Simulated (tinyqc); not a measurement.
Worked calculation: FCI on RHF in the sto-3g basis, frozen core, for HF, spin multiplicity 1. One step of it, computed by the program tinyqc.

Question. FCI: determinants and Hamiltonian. Slater-Condon rules over spin orbitals, with the nuclear repulsion and the energy of the frozen orbital added and E(HF) subtracted on the diagonal. Only determinants linked to the reference directly or through others are kept (one block of an abelian symmetry group), so some states are absent.

one-electron integrals dressed by the frozen orbital, h + 2 (pq|11) - (p1|1q) (hartree), lower triangle:
```
           2          3          4          5          6
2  -6.800250
3   0.295633  -5.497524
4   0.000000   0.000000  -6.197864
5   0.000000   0.000000   0.000000  -6.197864
6   0.674767   1.223736   0.000000   0.000000  -4.371649
```

energy of the frozen orbital, 2 h_11 + (11|11) = -75.71047196 hartree

Two-electron integrals over orbitals (pq|rs), unique and non-zero (hartree); the lowest 1 orbital is frozen and left out:
```
(22|22) 0.858492    (32|22) -0.028157   (32|32) 0.154133    (33|22) 0.742445
(33|32) -0.040068   (33|33) 0.744995    (42|42) 0.182927    (43|42) -0.039797
(43|43) 0.044868    (44|22) 0.881981    (44|32) -0.076750   (44|33) 0.737809
(44|44) 0.997514    (52|52) 0.182927    (53|52) -0.039797   (53|53) 0.044868
(54|54) 0.053770    (55|22) 0.881981    (55|32) -0.076750   (55|33) 0.737809
(55|44) 0.889973    (55|55) 0.997514    (62|22) -0.120463   (62|32) -0.053431
(62|33) -0.033024   (62|44) -0.118368   (62|55) -0.118368   (62|62) 0.095195
(63|22) -0.181741   (63|32) 0.093750    (63|33) -0.116986   (63|44) -0.207462
(63|55) -0.207462   (63|62) 0.053097    (63|63) 0.189045    (64|42) -0.039483
(64|43) -0.016573   (64|64) 0.030981    (65|52) -0.039483   (65|53) -0.016573
(65|65) 0.030981    (66|22) 0.672715    (66|32) 0.065621    (66|33) 0.667457
(66|44) 0.646355    (66|55) 0.646355    (66|62) -0.064648   (66|63) -0.016911
(66|66) 0.707434
```

nuclear repulsion = 4.76736226 hartree

Hartree-Fock energy = -98.57059014 hartree

Give: determinants; H - E(HF) between determinants.

Answer.

Occupation strings over the orbitals (2 doubly, a alpha, b beta, 0 empty; spin orbitals ordered 1a 1b 2a 2b ...): 222220 22a22b 2a222b 22b22a 2b222a 222202 222022 220222 2ab222 2ba222 202222

H - E(HF) between determinants (hartree), lower triangle:
```
         222220   22a22b   2a222b   22b22a   2b222a   222202   222022   220222
222220   0.0000
22a22b   0.0000   0.6298
2a222b   0.0000  -0.0125   1.4193
22b22a   0.0000  -0.1890  -0.0531   0.6298
2b222a   0.0000  -0.0531  -0.0952  -0.0125   1.4193
222202   0.0310   0.0166   0.0395  -0.0166  -0.0395   1.2021
222022   0.0310   0.0166   0.0395  -0.0166  -0.0395   0.0538   1.2021
220222   0.1890   0.1001  -0.0937  -0.1001   0.0937   0.0449   0.0449   1.3771
2ab222  -0.0531   0.0937  -0.1648  -0.0316   0.0534   0.0398   0.0398   0.1182
2ba222   0.0531  -0.0316   0.0534   0.0937  -0.1648  -0.0398  -0.0398  -0.1182
202222   0.0952   0.0534   0.0558  -0.0534  -0.0558   0.1829   0.1829   0.1541

         2ab222   2ba222  202222
2ab222   2.1588
2ba222  -0.1541   2.1588
202222   0.1063  -0.1063  3.0591
```
